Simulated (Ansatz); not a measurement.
HOP, SMILES `O=P`. The species carries charge 0 and has multiplicity 1. All single points use the PBE0-D4/def2-TZVP geometry.

```xyz
3

O     1.025    0.285   -0.562
P     0.166   -0.368    0.448
H    -1.191    0.083    0.115
```

(1) What is the dipole moment at r2SCAN/def2-TZVPP? (Estimate.)

(2) And with PBE, B3LYP, ωB97M-V? (Estimate.)

(3) Give the Mulliken charges with r2SCAN, B3LYP, ωB97M-V in def2-TZVPP. (Estimate.)

Answers

(1) Computed: 2.18 D, with components (-1.54, -0.80, 1.32) D in this frame, pointing from negative to positive charge.

(2) Ansatz gave: PBE 2.10 D, B3LYP 2.35 D, ωB97M-V 2.42 D.

(3) Ansatz gave: 
```tsv
atom	r2SCAN	B3LYP	ωB97M-V
O1	-0.40	-0.39	-0.39
P2	0.46	0.42	0.41
H3	-0.06	-0.03	-0.01
```

B3LYP here is the variant with VWN-RPA as its local correlation; programs differ in this.
